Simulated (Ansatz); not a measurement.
Two structures of Si2NH7, singlet, reached by relaxing down either side of one saddle point (PBE0-D4/def2-TZVP). Energies are electronic, without zero-point energy. Program: Ansatz 0.2.0. Basis: def2-TZVPP and def2-QZVPP. Cores are frozen in the correlated methods. Extrapolation: Hartree–Fock as exp(−7.88 √X), correlation as X^−2.97. First:

```json
{"atom": "Si1", "x (Å)": "-1.2789", "y (Å)": "-0.7199", "z (Å)": "0.0356"}
{"atom": "Si2", "x (Å)": "0.9785", "y (Å)": "-0.9857", "z (Å)": "0.7358"}
{"atom": "H3", "x (Å)": "-1.5766", "y (Å)": "1.5020", "z (Å)": "-1.1981"}
{"atom": "N4", "x (Å)": "-0.7531", "y (Å)": "0.9324", "z (Å)": "-1.0325"}
{"atom": "H5", "x (Å)": "-1.5353", "y (Å)": "0.1943", "z (Å)": "1.2306"}
{"atom": "H6", "x (Å)": "1.0829", "y (Å)": "-1.6149", "z (Å)": "2.0845"}
{"atom": "H7", "x (Å)": "1.8238", "y (Å)": "-1.8093", "z (Å)": "-0.1828"}
{"atom": "H8", "x (Å)": "1.6941", "y (Å)": "0.3388", "z (Å)": "0.8186"}
{"atom": "H9", "x (Å)": "-0.0567", "y (Å)": "1.4986", "z (Å)": "-0.5551"}
{"atom": "H10", "x (Å)": "-0.3785", "y (Å)": "0.6637", "z (Å)": "-1.9365"}
```

Second:

```xyz
10
angstrom
Si -0.9011 0.1251 -0.0080
Si 1.0118 -1.0178 0.7442
H -1.7975 -0.8548 -0.6808
N -0.6107 1.4156 -1.1189
H -1.5997 0.6972 1.1757
H 0.6629 -2.1106 1.6956
H 1.7467 -1.6201 -0.4045
H 1.9428 -0.0810 1.4353
H -0.1564 2.2519 -0.7869
H -0.2987 1.1947 -2.0516
```

(1) Which bonds change from the first to the second?

(2) Give the saddle point's structure and its height above each. (To be estimated.)

No T1 diagnostic of these runs exceeds 0.015. The restricted Hartree–Fock reference is unstable towards an unrestricted one at one or more of these structures.

Answers

(1) Si₂H₄ ([SiH][SiH3]) + NH₃ → Si₂NH₇ ([NH2][SiH2][SiH3]); bonds formed: Si1–H3; dative contacts that become bonds: Si1–N4; bonds broken: H3–N4.

(2) The calculation gives: 38.76 kcal/mol above the first and 71.64 kcal/mol above the second (CCSD(T) at an estimated basis limit (MP2 extrapolated from triple and quadruple zeta, plus CCSD(T) − MP2 in triple zeta)).
Si1  (-0.985, -0.230, 0.125)
Si2  (1.092, -1.086, 0.819)
H3  (-1.761, 0.292, -1.197)
N4  (-0.713, 1.175, -1.116)
H5  (-1.483, 0.579, 1.281)
H6  (0.911, -2.101, 1.894)
H7  (1.785, -1.745, -0.323)
H8  (1.993, -0.009, 1.328)
H9  (-0.672, 2.158, -0.871)
H10  (-0.167, 0.967, -1.940)
(Å)

Losses and insertions of silylenes and their heavier kin drive the gas-phase chemistry of silicon and germanium vapour deposition.

Labels in which every atom is bracketed show which atoms are joined, not bond orders.

For scale, one of the runs: CCSD(T)/def2-TZVPP, 213 basis functions, launched by `ansatz run in.yaml --threads 2 --pin off --events-out ev --progress --plain --max-ram 4352MiB`. Time: 64 s of wall clock on 2 CPU threads of an Arm Neoverse V1; the host was shared. Peak host memory: 2.8 GiB.
